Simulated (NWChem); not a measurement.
System: phosphine (PH₃); SMILES P

```xyz
4

P      0.0000     0.0000     0.1336
H      0.4028    -1.1193    -0.6421
H     -1.1707     0.2109    -0.6421
H      0.7680     0.9085    -0.6421
```
Atoms are numbered in this order, from 1.

Level: PBE0-D3(BJ)/def2-TZVP (NWChem); excitation at 532 nm, off resonance, unscaled harmonic frequencies. The geometry was optimised at PBE0-D3(BJ)/def2-TZVP.

Task: Give the Raman lines with relative activities.

Result: 
| wavenumber (cm⁻¹) | relative intensity |
|---|---|
| 1005 | 6.7 |
| 1135 | 19 |
| 2410 | 79 |
| 2422 | 100 |
